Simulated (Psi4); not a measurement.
# [PH4]+ (phosphonium): a first try and a second

Wanted: the energy in a field of [PH4]+ (phosphonium), DLPNO-MP2/6-31+G* (DKH3, density fitting, density fitting for correlation, Cartesian functions, dipole perturbation λ (added as +λ·μ, a field of −λ) (0, 0.005, 0) a.u., pno convergence tight).

The calculation is run with Psi4 1.11.

6 further runs of the same task are left out: 3 that didn't finish, 3 set aside as unsound or not needed.

### 1 The system as given

The species is [PH4]+ (5 atoms), meant as a singlet with charge +1. SMILES: `[PH4+]`. The shape is that of a GFN2-xTB optimisation.

Bond lengths: P1–H2 1.375 Å, P1–H3 1.375 Å, P1–H4 1.375 Å, P1–H5 1.375 Å. Angles: H2–P1–H3 109.5°, H2–P1–H4 109.5°, H2–P1–H5 109.5°, H3–P1–H4 109.5°, H3–P1–H5 109.5°, H4–P1–H5 109.5°.

### 2 Try one

h4p.py reads:

```python
import psi4

psi4.set_memory('1600 MB')
psi4.set_num_threads(1)
psi4.set_output_file('psi4.out', False)

geom = psi4.geometry("""
1 1
P     -0.000020     0.000000     0.000050
H      1.357460    -0.061330     0.210450
H     -0.458250     1.211140     0.441830
H     -0.261860    -0.133750    -1.343340
H     -0.478250     1.211140     0.441830
units angstrom
symmetry c1
no_reorient
no_com
""")

psi4.set_options({
    'scf_type': 'df',
    'pno_convergence': 'tight',
    'perturb_h': True,
    'perturb_with': 'dipole',
    'perturb_dipole': [0.0, 0.005, 0.0],
    'relativistic': 'dkh',
    'dkh_order': 3,
})

energy_value = psi4.energy('dlpno-mp2/6-31+G*')
print(f'dlpno-mp2/6-31+G* energy: {energy_value:.10f} Eh')
for k, v in sorted(psi4.core.scalar_variables().items()):
    print(f'{k:45s} {v:18.10f}')
```

The run is started by

```console
$ python h4p.py
```

psi4.out:

```text
-----------------------------------------------------------------------
                               Psi4 1.11 release

    h
    h
    h

    -----------------------------------------------------------------------

    Memory:     1.5 GiB
    Threads:    1
                ecpint, einsums, f̶o̶r̶t̶e̶, gauxc, gcp, g̶d̶m̶a̶, geometric, g̶p̶u̶_̶d̶f̶c̶c̶,
                i̶n̶t̶e̶g̶r̶a̶t̶o̶r̶x̶x̶, i̶p̶i̶, libefp, m̶d̶i̶, m̶p̶2̶d̶, m̶r̶c̶c̶, ooo,
                o̶p̶e̶n̶f̶e̶r̶m̶i̶o̶n̶p̶s̶i̶4̶, pcmsolver, p̶s̶i̶4̶f̶o̶c̶k̶c̶i̶, p̶s̶i̶x̶a̶s̶,
                p̶y̶e̶i̶n̶s̶u̶m̶s̶, r̶e̶s̶p̶, s̶i̶m̶i̶n̶t̶, s̶n̶s̶m̶p̶2̶,
                v̶2̶r̶d̶m̶_̶c̶a̶s̶s̶c̶f̶
```

The script printed:

```text
Traceback (most recent call last):
  File "h4p.py", line 7, in <module>
    geom = psi4.geometry("""
qcelemental.exceptions.ValidationError: Following atoms are too close: [(2, np.int64(4), np.float64(0.020000000000000018))]
```

It took 1.3 s on 1 thread of Intel Xeon Platinum 8259CL at 2.50GHz (Skylake/Cascade Lake), shared host; peak memory 0.13 GiB.

### 3 Reading the log

The program refused the input.

The telling line is `qcelemental.exceptions.ValidationError: Following atoms are too close: [(2, np.int64(4), np.float64(0.020000000000000018))]`. What is wrong: two atoms lie on top of or far too near each other. As the program read them, the closest atoms are 0.02 Å apart, against 1.38 Å in the sound input.

### 4 Try two

calc.py reads:

```python
import psi4

psi4.set_memory('1600 MB')
psi4.set_num_threads(1)
psi4.core.set_output_file('output.dat', False)

mol = psi4.geometry("""
1 1
P     -0.000020     0.000000     0.000050
H      1.357460    -0.061330     0.210450
H     -0.617320    -1.016050     0.691010
H     -0.261860    -0.133750    -1.343340
H     -0.478250     1.211140     0.441830
symmetry c1
no_reorient
no_com
""")

psi4.set_options({
    'scf_type': 'df',
    'pno_convergence': 'tight',
    'perturb_h': True,
    'perturb_with': 'dipole',
    'perturb_dipole': [0.0, 0.005, 0.0],
    'relativistic': 'dkh',
    'dkh_order': 3,
})

result = psi4.energy("dlpno-mp2/6-31+G*")
print('E =', round(result, 9))
```

The run is started by

```console
$ python calc.py
```

output.dat:

```text
[...]
  Running in c1 symmetry.
[...]
  Nuclear repulsion =   24.503795237740079
[...]
  Multiplicity = 1
[...]
  Nalpha       = 9
  Nbeta        = 9
[...]
    Number of basis functions: 31
[...]
   @DF-RHF iter   1:  -343.43463135562587    9.59007e-02   6.03990e-03 DIIS/ADIIS
[...]
    Orbital Energies [Eh]
    ---------------------
    Doubly Occupied:
       1A    -80.491037     2A     -7.852885     3A     -5.715644
       4A     -5.715590     5A     -5.715555     6A     -1.188027
       7A     -0.847465     8A     -0.844588     9A     -0.842696
[...]
  @DF-RHF Final Energy:  -343.47703694690483
   => Energetics <=
    Nuclear Repulsion Energy =             24.5037952377400785
    One-Electron Energy =                -517.5346898961420266
    Two-Electron Energy =                 149.5538577114971304
    Total Energy =                       -343.4770369469048319
[...]
 Multipole Moments:
 ------------------------------------------------------------------------------------
     Multipole            Electronic (a.u.)      Nuclear  (a.u.)        Total (a.u.)
 ------------------------------------------------------------------------------------
 L = 1.  Multiply by 2.5417464519 to convert [e a0] to [Debye]
 Dipole X            :          0.0005943           -0.0005102            0.0000841
 Dipole Y            :         -0.0825220            0.0000189           -0.0825031
 Dipole Z            :         -0.0013810            0.0013228           -0.0000582
 Magnitude           :                                                    0.0825031
[...]
  @LMP2 iter   7:  -0.110029290318 -8.056e-11  1.839e-07
[...]
```

Standard output:

```text
E = -343.587066257
```

It took 2.5 s on 1 thread of Intel Xeon Platinum 8259CL at 2.50GHz (Skylake/Cascade Lake), shared host; peak memory 0.19 GiB.

### 5 What came out

Level: DLPNO-MP2/6-31+G* (DKH3, density fitting, density fitting for correlation, Cartesian functions, dipole perturbation λ (added as +λ·μ, a field of −λ) (0, 0.005, 0) a.u., pno convergence tight).

| quantity | value |
| --- | --- |
| total energy | -343.58707 Eh |
| HOMO–LUMO gap (Hartree–Fock orbitals) | 19.57 eV |
| correlation energy | -110.0 mEh |
